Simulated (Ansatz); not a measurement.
Reaction (substitution at a C–C bond): `N=C(F)C=O` + H–F → `N=C(F)F` + `C=O`

Calculated with Ansatz (gas phase, PBE0-D4/def2-TZVP geometries, no zero-point term in ΔE). CCSD(T)/CBS is the MP2 limit (def2-TZVPP, def2-QZVPP) plus CCSD(T) − MP2 in def2-TZVPP, frozen cores. This one scheme is used for every species. DFT in def2-TZVPP. Each species was taken in one conformer, which may not be the lowest.

(1) Is it downhill or uphill in electronic energy at CCSD(T)/CBS, and by how much? (An estimate is asked.)

(2) What do these levels give: LDA (SPW92), PBE-D4, BLYP-D4, B97M-V, BHLYP-D4, BLYP, LC-ωPBE, HF/def2-SVP, MP2/def2-SVP, CCSD(T)/def2-SVP, MP2/def2-QZVPP, HF/CBS(def2)? (Estimate.)

(3) What do rigid-rotor, harmonic-oscillator terms from PBE0-D4/def2-TZVP frequencies (298.15 K, 1 bar) make of the CCSD(T)/CBS value? (Best estimate.)

Largest T1 diagnostic among the species: 0.015.

Results:

(1) The calculation gave: Uphill: ΔE = +11.8 kcal/mol.

(2) The calculation gave: LDA (SPW92) 8.7, PBE-D4 9.1, BLYP-D4 9.1, B97M-V 7.6, BHLYP-D4 8.2, BLYP 7.6, LC-ωPBE 7.4, HF/def2-SVP 3.2, MP2/def2-SVP 7.3, CCSD(T)/def2-SVP 6.4, MP2/def2-QZVPP 12.4, HF/CBS(def2) 5.2 kcal/mol.

(3) Ansatz gave: ΔZPE = +0.3 kcal/mol, ΔH = +11.6 kcal/mol, ΔS = 16 J/(mol·K), ΔG = +10.5 kcal/mol.

At CCSD(T), def2-SVP lies −5.4 kcal/mol from the extrapolated value and def2-TZVPP −1.5 kcal/mol. The D4 term adds +1.2 kcal/mol with B3LYP and +0.6 kcal/mol with PBE0; it sums over pairs of atoms, weighted by their polarisabilities, and B3LYP, whose exchange is more repulsive, gets the larger term. Leaving LDA and LC-ωPBE aside and taking each functional with its dispersion term where it has one, the values, not all of them listed here, spread over 2.2 kcal/mol, from B97M-V to revPBE-D4.

B3LYP here is the variant with VWN-RPA as its local correlation; programs differ in this.
